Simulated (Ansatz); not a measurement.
# SiNHO (singlet): density functionals in cc-pVTZ

What do functionals of several rungs give for SiNHO (singlet)?

Program: Ansatz 0.2.0, Gaussian basis. Level of theory: cc-pVTZ, all electrons in the functionals, frozen cores in the correlation of double hybrids and RPA. These are calculated values, not measurements.

To be run: PBE, r2SCAN, PBE0, B3LYP, wB97M-V, HSE06, B2PLYP, RKS PBE0, RPA-PBE.

## Step 1: What is computed

The geometry is a PBE0/def2-TZVP stationary point (not a proven minimum).

4 atoms, charge 0, spin multiplicity 1.

Atoms are counted from 1 here; the program's logs count them from 0.

Bond lengths: O1–N2 1.168 Å, N2–Si3 1.655 Å, Si3–H4 1.516 Å. Angles: O1–N2–Si3 171.2°, N2–Si3–H4 83.9°.

No dispersion term is added; wB97M-V holds VV10 nonlocal correlation. B3LYP takes the VWN-RPA correlation. HSE06 is the plane-wave form.

## Step 2: PBE (unrestricted)

Input file in.yaml:

```yaml
crystal:
  periodic: [false, false, false]
  atoms:
    - {symbol: O, position_ang: [0.000000, -0.000738, 1.661095]}
    - {symbol: N, position_ang: [0.000000, 0.069164, 0.495130]}
    - {symbol: Si, position_ang: [0.000000, -0.085416, -1.152554]}
    - {symbol: H, position_ang: [0.000000, 1.430644, -1.132611]}
basis:
  gaussian: {orbitals: cc-pVTZ}
magnetization: {spin_polarized: true, initial_magnetization: 0}
hamiltonian: {xc: {name: PBE}}
output: {orbitals: {seedname: orbitals}}
```

On the command line:

```sh
$ ansatz run in.yaml --threads 1 --pin off --events-out ev --progress --plain --max-ram 4096MiB --backend cpu
```

What it wrote:

```text
Functional definition: PBE
  name "PBE"
  cite "Perdew, Burke & Ernzerhof, Phys. Rev. Lett. 77, 3865 (1996) doi:10.1103/PhysRevLett.77.3865"
  parent pbe
  parameter kappa = 0.804
  parameter beta = 0.06672455060314922
  exchange = pbe_x(kappa = kappa, mu = beta*pi^2/3)
  correlation = pbe_c(beta = beta)
677 factors; their error is unknown
mean field evaluation 1: about -11413.2406 eV, gradient 4.4e1 eV
mean field evaluation 2: about -11340.7964 eV, gradient 1.2e2 eV
mean field evaluation 4: about -11418.8422 eV, gradient 3.1e1 eV
mean field evaluation 8: about -11422.0378 eV, gradient 8.4e-2 eV
mean field evaluation 16: about -11422.0069 eV, gradient 8.0e-6 eV
mean field evaluation 32: about -11420.4693 eV, gradient 7.2e0 eV
mean field -11422.00688549 eV, -419.7510109273 hartree, gradient 8.0e-6 eV, S^2 0.000000; 5 other end points of the search recorded, 0 dependent functions left out
reference -11422.00691078 eV, -419.7510118570 hartree; 15, 15 occupied and 93, 93 virtual orbitals, 677 factors
Total energy: -11422.00691078 eV, -419.7510118570 hartree
```

It took 3.9 s on 1 thread of AMD EPYC 7R13, shared host.

From the report: ⟨S²⟩ of the determinant 0.000 (pure singlet: 0.00).

## Step 3: r2SCAN (unrestricted)

Edit in.yaml of step 2 so:

```diff
@@ -10,3 +10,3 @@
 magnetization: {spin_polarized: true, initial_magnetization: 0}
-hamiltonian: {xc: {name: PBE}}
-output: {orbitals: {seedname: orbitals}}
+hamiltonian: {xc: {name: r2SCAN}}
+output: {forces: true}
```

The command is unchanged.

What it wrote, shortened:

```text
Functional definition: r2SCAN
  name "r2SCAN"
  cite "Furness, Kaplan, Ning, Perdew & Sun, J. Phys. Chem. Lett. 11, 8208 (2020) doi:10.1021/acs.jpclett.0c02405"
  cite "Furness, Kaplan, Ning, Perdew & Sun, J. Phys. Chem. Lett. 11, 9248 (2020) doi:10.1021/acs.jpclett.0c03077"
  parent r2scan
[...]
677 factors; their error is unknown
[...]
mean field -11426.93684990 eV, -419.9321837779 hartree, gradient 1.9e-5 eV, S^2 0.000000; 5 other end points of the search recorded, 0 dependent functions left out
[...]
reference -11426.93685864 eV, -419.9321840992 hartree; 15, 15 occupied and 93, 93 virtual orbitals, 677 factors
Total energy: -11426.93685864 eV, -419.9321840992 hartree
Atom 0 at     0.000000    -0.000738     1.661095 Å, force     0.000000    -0.102036     0.727187 eV/Å
Atom 1 at     0.000000     0.069164     0.495130 Å, force    -0.000000     0.126021    -0.499934 eV/Å
Atom 2 at     0.000000    -0.085416    -1.152554 Å, force     0.000000    -0.056417    -0.185631 eV/Å
Atom 3 at     0.000000     1.430644    -1.132611 Å, force     0.000000     0.032432    -0.041622 eV/Å
Dipole moment:    -0.000000     0.045413    -0.204303 e Å
```

It took 13 s on 1 thread of AMD EPYC 7R13, shared host.

From the report: ⟨S²⟩ of the determinant 0.000 (pure singlet: 0.00).

## Step 4: PBE0 (unrestricted)

Edit in.yaml of step 3 so:

```diff
@@ -10,3 +10,3 @@
 magnetization: {spin_polarized: true, initial_magnetization: 0}
-hamiltonian: {xc: {name: r2SCAN}}
-output: {forces: true}
+hamiltonian: {xc: {name: PBE0}}
+output: {forces: true, orbitals: {seedname: orbitals}}
```

The command is unchanged.

What it wrote, shortened:

```text
Functional definition: PBE0
  name "PBE0"
  cite "Adamo & Barone, J. Chem. Phys. 110, 6158 (1999) doi:10.1063/1.478522"
  cite "Perdew, Burke & Ernzerhof, Phys. Rev. Lett. 77, 3865 (1996) doi:10.1103/PhysRevLett.77.3865"
  parent pbe
[...]
689 factors; their error is unknown
[...]
mean field -11422.00265195 eV, -419.7508553475 hartree, gradient 3.0e-6 eV, S^2 0.000000; 3 other end points of the search recorded, 0 dependent functions left out
[...]
reference -11422.00267098 eV, -419.7508560470 hartree; 15, 15 occupied and 93, 93 virtual orbitals, 689 factors
Total energy: -11422.00267098 eV, -419.7508560470 hartree
Atom 0 at     0.000000    -0.000738     1.661095 Å, force    -0.000000    -0.001742     0.042279 eV/Å
Atom 1 at     0.000000     0.069164     0.495130 Å, force     0.000000     0.010102     0.168268 eV/Å
Atom 2 at     0.000000    -0.085416    -1.152554 Å, force    -0.000000    -0.059818    -0.199453 eV/Å
Atom 3 at     0.000000     1.430644    -1.132611 Å, force     0.000000     0.051457    -0.011095 eV/Å
Dipole moment:    -0.000000     0.044016    -0.231319 e Å
```

It took 6.5 s on 1 thread of AMD EPYC 7R13, shared host; peak memory 0.26 GiB.

From the report: ⟨S²⟩ of the determinant 0.000 (pure singlet: 0.00).

Orbitals, density, ELF and potential are computed afterwards from the orbital file.

Frontier orbitals at PBE0/cc-pVTZ (alpha spin), with the share of their density that lies nearest to each atom:

```tsv
orbital	energy (eV)	lies on
HOMO-1	-7.95	Si3 61 %; H4 17 %; O1 13 %
HOMO	-6.58	O1 36 %; N2 34 %; Si3 26 %
LUMO	-2.95	N2 41 %; O1 31 %; Si3 16 %
```

ELF in a plane through or near 4 of the atoms.

Ten even steps from ' ' (0.00) to '@' (1.00):
```
                  ..::....                              
              ::==******++--                            
          ::==##%%@@@@@@%%##--..                        
        ..==##@@@@@@@@@@@@%%==..                        
        --**%%@@@@@@@@@@@@%%==..                        
      ..--**%%@@@@%%########--..                        
        --**%%%%##..--++..::====--::..::::..            
        ::==**##++--####--..****++========--::          
        ..--++**++--##%%==::%%**++********++--..        
          ::++##%%==......**++++--####++%%##**::        
          --**%%@@@@@@++--++**..--##++::##%%**--..      
        ..++%%@@@@@@@@%%==--**********##%%##++::        
        ::**@@@@@@@@@@@@==..--====++**####**==..        
        ..**@@@@@@@@@@@@==......::--==**++==::          
          --##@@@@@@@@%%--          ..::....            
          ..==##%%@@%%**::                              
              ..::--::..                                
                                                        
                                                        
                                                        
```
The map spans 8.6 Å across and 6.7 Å up, centred on the molecule. Atoms in the plane (x, y in Å): O1 (1.7, -0.2), N2 (0.6, 0.1), Si3 (-0.9, 0.8), H4 (-1.4, -0.7).

On the surface of density 0.002 e/bohr³ the electrostatic potential runs, from the 1st to the 99th percentile, from -0.60 V near O1 to 1.12 V near Si3.

## Step 5: B3LYP (unrestricted)

Edit in.yaml of step 4 so:

```diff
@@ -10,3 +10,2 @@
 magnetization: {spin_polarized: true, initial_magnetization: 0}
-hamiltonian: {xc: {name: PBE0}}
-output: {forces: true, orbitals: {seedname: orbitals}}
+hamiltonian: {xc: {name: B3LYP}}
```

The command is unchanged.

What it wrote, shortened:

```text
Functional definition: B3LYP
  name "B3LYP"
  cite "Stephens, Devlin, Chabalowski & Frisch, J. Phys. Chem. 98, 11623 (1994) doi:10.1021/j100096a001"
  cite "Becke, Phys. Rev. A 38, 3098 (1988) doi:10.1103/PhysRevA.38.3098"
  cite "Lee, Yang & Parr, Phys. Rev. B 37, 785 (1988) doi:10.1103/PhysRevB.37.785"
  cite "Vosko, Wilk & Nusair, Can. J. Phys. 58, 1200 (1980) doi:10.1139/p80-159"
[...]
686 factors; their error is unknown
[...]
mean field -11429.80557891 eV, -420.0376076244 hartree, gradient 1.8e-6 eV, S^2 0.000000; 2 other end points of the search recorded, 0 dependent functions left out
reference -11429.80575785 eV, -420.0376142004 hartree; 15, 15 occupied and 93, 93 virtual orbitals, 686 factors
Total energy: -11429.80575785 eV, -420.0376142004 hartree
```

Wall time 5.5 s (1 thread of AMD EPYC 7R13, shared host); peak memory 0.26 GiB.

From the report: ⟨S²⟩ of the determinant 0.000 (pure singlet: 0.00).

## Step 6: wB97M-V (unrestricted)

Edit in.yaml of step 5 so:

```diff
@@ -10,2 +10,3 @@
 magnetization: {spin_polarized: true, initial_magnetization: 0}
-hamiltonian: {xc: {name: B3LYP}}
+hamiltonian: {xc: {name: wB97M-V}}
+output: {forces: true, orbitals: {seedname: orbitals}}
```

Same command.

What it wrote, shortened:

```text
Functional definition: wB97M-V
  name "wB97M-V"
  cite "Mardirossian & Head-Gordon, J. Chem. Phys. 144, 214110 (2016) doi:10.1063/1.4952647"
  cite "Becke, J. Chem. Phys. 107, 8554 (1997) doi:10.1063/1.475007"
  cite "Vydrov & Van Voorhis, J. Chem. Phys. 133, 244103 (2010) doi:10.1063/1.3521275"
  # Of w^i u^j: cxij and so on, Table III.
[...]
  gx(w, u) = 1 - cx + cx01*u + cx10*w
  gss(w, u) = css00 + css04*u^4 + css10*w + css20*w^2 + css43*w^4*u^3
  gos(w, u) = cos00 + cos10*w + (cos20 + cos21*u)*w^2 + (cos60 + cos61*u)*w^6
[...]
      + integral(e_c_pw_mod_opposite_spin*gos(b97_w_opposite, b97_u_opposite)) + vv10(b, c)
686 factors; their error is unknown
127 factors; integrals over basis functions are off by at most 2.9e-5 eV
[...]
mean field -11427.59100796 eV, -419.9562236432 hartree, gradient 4.7e-6 eV, S^2 0.000000; 2 other end points of the search recorded, 0 dependent functions left out
[...]
reference -11427.59103821 eV, -419.9562247548 hartree; 15, 15 occupied and 93, 93 virtual orbitals, 686 factors
Total energy: -11427.59103821 eV, -419.9562247548 hartree
Atom 0 at     0.000000    -0.000738     1.661095 Å, force    -0.000000     0.051014     0.373506 eV/Å
Atom 1 at     0.000000     0.069164     0.495130 Å, force    -0.000000    -0.042653     0.090272 eV/Å
Atom 2 at     0.000000    -0.085416    -1.152554 Å, force     0.000000     0.000717    -0.481913 eV/Å
Atom 3 at     0.000000     1.430644    -1.132611 Å, force     0.000000    -0.009078     0.018135 eV/Å
Dipole moment:    -0.000000     0.021828    -0.244405 e Å
```

It took 20 s on 1 thread of AMD EPYC 7R13, shared host; peak memory 0.36 GiB.

From the report: ⟨S²⟩ of the determinant 0.000 (pure singlet: 0.00).

## Step 7: HSE06 (unrestricted)

Edit in.yaml of step 6 so:

```diff
@@ -10,3 +10,2 @@
 magnetization: {spin_polarized: true, initial_magnetization: 0}
-hamiltonian: {xc: {name: wB97M-V}}
-output: {forces: true, orbitals: {seedname: orbitals}}
+hamiltonian: {xc: {name: HSE06}}
```

Launched as before.

What it wrote, shortened:

```text
Functional definition: HSE06
  name "HSE06"
  cite "Heyd, Scuseria & Ernzerhof, J. Chem. Phys. 118, 8207 (2003) doi:10.1063/1.1564060"
  cite "Krukau, Vydrov, Izmaylov & Scuseria, J. Chem. Phys. 125, 224106 (2006) doi:10.1063/1.2404663"
  cite "Heyd & Scuseria, J. Chem. Phys. 120, 7274 (2004) doi:10.1063/1.1668634"
  cite "Ernzerhof & Perdew, J. Chem. Phys. 109, 3313 (1998) doi:10.1063/1.476928"
  cite "Perdew, Burke & Ernzerhof, Phys. Rev. Lett. 77, 3865 (1996) doi:10.1103/PhysRevLett.77.3865"
  parent pbe
[...]
  # The whole range is PBE's own exchange, as in plane waves. The composition of these papers is wPBEh.
[...]
689 factors; their error is unknown
51 factors; integrals over basis functions are off by at most 2.4e-6 eV
[...]
mean field -11421.68962552 eV, -419.7393518384 hartree, gradient 5.8e-6 eV, S^2 0.000000; 2 other end points of the search recorded, 0 dependent functions left out
reference -11421.68965087 eV, -419.7393527703 hartree; 15, 15 occupied and 93, 93 virtual orbitals, 689 factors
Total energy: -11421.68965087 eV, -419.7393527703 hartree
```

Run time: 6 s. Hardware: 1 thread of AMD EPYC 7R13, shared host; peak memory 0.27 GiB.

From the report: ⟨S²⟩ of the determinant 0.000 (pure singlet: 0.00).

## Step 8: B2PLYP (unrestricted)

Edit in.yaml of step 7 so:

```diff
@@ -10,2 +10,3 @@
 magnetization: {spin_polarized: true, initial_magnetization: 0}
-hamiltonian: {xc: {name: HSE06}}
+hamiltonian: {xc: {name: B2PLYP}}
+correlation: {electrons: outside_noble_gas}
```

The command is unchanged.

What it wrote, shortened:

```text
Functional definition: B2PLYP
  name "B2PLYP"
  cite "Grimme, J. Chem. Phys. 124, 034108 (2006) doi:10.1063/1.2148954"
  cite "Becke, Phys. Rev. A 38, 3098 (1988) doi:10.1103/PhysRevA.38.3098"
  cite "Lee, Yang & Parr, Phys. Rev. B 37, 785 (1988) doi:10.1103/PhysRevB.37.785"
[...]
652 factors; integrals over basis functions are off by at most 1.2e-3 eV
[...]
mean field -11418.51492808 eV, -419.6226838595 hartree, gradient 1.8e-6 eV, S^2 0.425698; 6 other end points of the search recorded, 0 dependent functions left out
7 core orbitals not correlated: weight in the atoms' cores, before any rotation towards them, 1.000 or more for the frozen orbitals, at most 0.000 for the correlated occupied ones
reference -11418.51504261 eV, -419.6226880683 hartree; 8, 8 occupied and 93, 93 virtual orbitals, 652 factors
second order -18.32975787 eV of doubles, -0.00000000 eV of singles
Total energy: -11423.46407723 eV, -419.8045617361 hartree
```

Wall time 10 s (1 thread of AMD EPYC 7R13, shared host).

From the report: ⟨S²⟩ of the determinant 0.426 (pure singlet: 0.00).

## Step 9: PBE0 (restricted)

Edit in.yaml of step 8 so:

```diff
@@ -9,4 +9,2 @@
   gaussian: {orbitals: cc-pVTZ}
-magnetization: {spin_polarized: true, initial_magnetization: 0}
-hamiltonian: {xc: {name: B2PLYP}}
-correlation: {electrons: outside_noble_gas}
+hamiltonian: {xc: {name: PBE0}}
```

Launched as before.

What it wrote:

```text
Functional definition: PBE0
  name "PBE0"
  cite "Adamo & Barone, J. Chem. Phys. 110, 6158 (1999) doi:10.1063/1.478522"
  cite "Perdew, Burke & Ernzerhof, Phys. Rev. Lett. 77, 3865 (1996) doi:10.1103/PhysRevLett.77.3865"
  parent pbe
  parameter a = 0.25
  parameter kappa = 0.804
  parameter beta = 0.06672455060314922
  exchange = (1 - a)*pbe_x(kappa = kappa, mu = beta*pi^2/3) + a*exact_x
  correlation = pbe_c(beta = beta)
689 factors; their error is unknown
mean field evaluation 1: about -11416.8486 eV, gradient 4.7e1 eV
mean field evaluation 2: about -11386.2110 eV, gradient 1.1e2 eV
mean field evaluation 4: about -11421.5351 eV, gradient 1.6e1 eV
mean field evaluation 8: about -11421.9694 eV, gradient 1.7e-1 eV
mean field evaluation 16: about -11422.0027 eV, gradient 6.5e-5 eV
mean field -11422.00265214 eV, -419.7508553547 hartree, gradient 6.5e-5 eV, S^2 0.000000; 0 other end points of the search recorded, 0 dependent functions left out
reference -11422.00267117 eV, -419.7508560542 hartree; 15, 15 occupied and 93, 93 virtual orbitals, 689 factors
Total energy: -11422.00267117 eV, -419.7508560542 hartree
```

Wall time 1.1 s (1 thread of AMD EPYC 7R13, shared host).

## Step 10: RPA-PBE

Edit in.yaml of step 9 so:

```diff
@@ -9,2 +9,4 @@
   gaussian: {orbitals: cc-pVTZ}
-hamiltonian: {xc: {name: PBE0}}
+magnetization: {spin_polarized: true, initial_magnetization: 0}
+hamiltonian: {xc: {name: PBE}}
+correlation: {method: rpa, electrons: outside_noble_gas}
```

Launched as before.

What it wrote, shortened:

```text
Functional definition: PBE
  name "PBE"
  cite "Perdew, Burke & Ernzerhof, Phys. Rev. Lett. 77, 3865 (1996) doi:10.1103/PhysRevLett.77.3865"
  parent pbe
[...]
652 factors; integrals over basis functions are off by at most 1.2e-3 eV
[...]
mean field -11422.00687596 eV, -419.7510105772 hartree, gradient 6.6e-6 eV, S^2 0.000000; 7 other end points of the search recorded, 0 dependent functions left out
7 core orbitals not correlated: weight in the atoms' cores, before any rotation towards them, 1.000 or more for the frozen orbitals, at most 0.000 for the correlated occupied ones
reference -11392.98182708 eV, -418.6843597049 hartree; 8, 8 occupied and 93, 93 virtual orbitals, 652 factors
Total energy: -11417.23526111 eV, -419.5756569657 hartree
```

It took 7.5 s on 1 thread of AMD EPYC 7R13, shared host.

From the report: ⟨S²⟩ of the determinant 0.000 (pure singlet: 0.00).

## Step 11: Side by side

```tsv
functional	energy (eV)	⟨S²⟩	time
PBE	-11422.0069	0.000	3.9 s
r2SCAN	-11426.9369	0.000	13 s
PBE0	-11422.0027	0.000	6.5 s
B3LYP	-11429.8058	0.000	5.5 s
wB97M-V	-11427.5910	0.000	20 s
HSE06	-11421.6897	0.000	6 s
B2PLYP	-11423.4641	0.426	10 s
RKS PBE0	-11422.0027	0.000	1.1 s
RPA-PBE	-11417.2353	0.000	7.5 s
```

Orbital levels of the runs that wrote orbitals: PBE HOMO -5.39, LUMO -3.93 eV; PBE0 HOMO -6.58, LUMO -2.95 eV; wB97M-V HOMO -8.74, LUMO -0.59 eV.

## Step 12: What came out

| quantity | value |
| --- | --- |
| spread of total energies | 12.6 eV |
| quickest, slowest | RKS PBE0 1.1 s, wB97M-V 20 s |

**Reading.** Total energies of different functionals can't be ranked; only differences within one functional count.
